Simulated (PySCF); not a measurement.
Molecule: SMILES CC(N)=S, C2H5NS.

Geometry (Å), atoms numbered from 1 in this order:
```xyz
9

C    -0.7013    0.3668   -0.7671
C    -0.1368   -0.1187    0.5402
N     1.1741   -0.4042    0.5287
S    -1.0680   -0.2892    1.8916
H    -1.1520    1.3582   -0.6203
H     0.0492    0.4282   -1.5704
H    -1.5105   -0.3064   -1.0829
H     1.6056   -0.7362    1.3826
H     1.7397   -0.2985   -0.3026
```

Geometry PBE0-D3(BJ)/def2-SVP throughout; GIAO in PySCF, gas phase, one conformer, non-relativistic; equivalent atoms averaged; basis pcSseg-2.

For orientation, CAM-B3LYP gives these shifts δ (against TMS, NH3, CS2 at the same level): C2 229.0, C1 34.1, N3 151.5, S4 328.8, H8 6.57, H9 5.86, H5/H6/H7 2.46 ppm.

A run gave: C2 207.3, C1 34.2, N3 155.5, S4 323.4, H8 6.41, H9 6.11, H5/H6/H7 2.51 ppm (shifts δ (against TMS, NH3, CS2 at the same level)).

Q: Which functional was used in that run?
A. LDA
B. B3LYP
C. BP86
D. HF
E. mPW1PW91

A: C. C2 tells them apart best: BP86 gives 207.3, LDA gives 212.7, mPW1PW91 gives 218.1, B3LYP gives 219.1, HF gives 238.9 ppm.
